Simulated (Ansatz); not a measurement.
**C3H6O2: a ladder of functionals and wavefunction methods**

An exercise on one series of results from a longer session: the logs are not shown, and one member is left open.

The runs use Ansatz 0.2.0, Gaussian basis; functionals in def2-TZVPP, the program's frozen cores in correlated methods.

The runs, in order: LDA (SPW92), PBE-D4, revPBE-D4, BLYP-D4, r2SCAN-D4, B97M-V, PBE0-D4, B3LYP-D4, r2SCANh-D4, r2SCAN0-D4, HSE06-D4, BHLYP-D4, CAM-B3LYP-D4, LC-ωPBE, ωB97X-V, ωB97M-V, B2PLYP, PBE-QIDH; CCSD(T)/def2-SVP; CCSD(T)/def2-TZVPP; MP2/def2-QZVPP; extrapolation to the limit; RPA on PBE.

## The geometry

An earlier PBE0-D4 in a triple-zeta def2 set relaxation fixed the geometry.

SMILES `COCC=O`, 11 atoms, charge 0, spin multiplicity 1.

Atoms are counted from 1 here; the program's logs count them from 0.

Bond lengths: C1–O2 1.406 Å, C1–H6 1.098 Å, C1–H7 1.098 Å, C1–H8 1.089 Å, O2–C3 1.396 Å, C3–C4 1.512 Å, C3–H9 1.099 Å, C3–H10 1.096 Å, C4–O5 1.198 Å, C4–H11 1.113 Å. Angles: O2–C1–H6 111.1°, O2–C1–H7 112.1°, O2–C1–H8 107.4°, H6–C1–H7 108.3°, H6–C1–H8 109.1°, H7–C1–H8 108.7°, C1–O2–C3 112.5°, O2–C3–C4 112.8°, O2–C3–H9 112.7°, O2–C3–H10 107.3°, C4–C3–H9 109.2°, C4–C3–H10 106.9°, H9–C3–H10 107.5°, C3–C4–O5 124.0°, C3–C4–H11 114.1°, O5–C4–H11 121.9°.

Coordinates:

| atom | x (Å) | y (Å) | z (Å) |
| --- | --- | --- | --- |
| C1 | -1.32360 | -0.04504 | 0.75098 |
| O2 | -0.06929 | -0.67242 | 0.85314 |
| C3 | 0.94105 | 0.04474 | 0.20918 |
| C4 | 0.89958 | -0.10738 | -1.29506 |
| O5 | 1.47668 | 0.61479 | -2.05728 |
| H6 | -1.30960 | 0.94684 | 1.22186 |
| H7 | -1.64229 | 0.07290 | -0.29350 |
| H8 | -2.04566 | -0.67593 | 1.26818 |
| H9 | 0.93201 | 1.11343 | 0.46547 |
| H10 | 1.89947 | -0.36750 | 0.54540 |
| H11 | 0.30696 | -0.98143 | -1.64767 |

The first run:

in.yaml

```yaml
crystal:
  periodic: [false, false, false]
  atoms:
    - {symbol: C, position_ang: [-1.323596, -0.045036, 0.750983]}
    - {symbol: O, position_ang: [-0.069288, -0.672420, 0.853142]}
    - {symbol: C, position_ang: [0.941048, 0.044741, 0.209178]}
    - {symbol: C, position_ang: [0.899582, -0.107381, -1.295059]}
    - {symbol: O, position_ang: [1.476678, 0.614785, -2.057275]}
    - {symbol: H, position_ang: [-1.309602, 0.946841, 1.221856]}
    - {symbol: H, position_ang: [-1.642292, 0.072903, -0.293503]}
    - {symbol: H, position_ang: [-2.045663, -0.675935, 1.268179]}
    - {symbol: H, position_ang: [0.932006, 1.113431, 0.465468]}
    - {symbol: H, position_ang: [1.899470, -0.367495, 0.545397]}
    - {symbol: H, position_ang: [0.306957, -0.981432, -1.647667]}
basis:
  gaussian: {orbitals: def2-TZVPP}
hamiltonian: {xc: lda}
output: {orbitals: {seedname: orbitals}}
```

Among the steps run: LDA; PBE-D4 (GGA); revPBE-D4 (GGA); BLYP-D4 (GGA); r2SCAN-D4 (meta-GGA); B97M-V (meta-GGA); PBE0-D4 (hybrid); B3LYP-D4 (hybrid); r2SCANh-D4 (hybrid); r2SCAN0-D4 (hybrid); HSE06-D4 (hybrid); BHLYP-D4 (hybrid); CAM-B3LYP-D4 (range-separated); LC-ωPBE-D4 (range-separated; the results give it without D4); ωB97X-V (range-separated); ωB97M-V (range-separated); B2PLYP (double hybrid); PBE-QIDH (double hybrid).

One of the session's tables, all rows but one given; the rest of the session is left out.

It belongs to the step «Orbital energies across the functionals». 

```
  functional  HOMO (eV)  gap (eV)
 LDA (SPW92)      -5.90      3.42
      PBE-D4          ?         ?
   revPBE-D4      -5.70      3.61
     BLYP-D4      -5.71      3.62
   r2SCAN-D4      -6.06      4.10
      B97M-V      -6.24      4.38
     PBE0-D4      -7.33      6.33
    B3LYP-D4      -7.13      5.83
  r2SCANh-D4      -6.65      5.13
  r2SCAN0-D4      -7.54      6.67
    HSE06-D4      -6.92      5.53
    BHLYP-D4      -8.90      9.15
CAM-B3LYP-D4      -8.81      9.02
     LC-ωPBE     -10.07     11.59
     ωB97X-V      -9.78     11.19
     ωB97M-V      -9.72     11.03
```

**Question.** Estimate the row for PBE-D4.

**Answer.** HOMO (eV): -5.76; gap (eV): 3.56. In the column «HOMO (eV)» it lies between LDA (SPW92) (-5.90) and BLYP-D4 (-5.71).
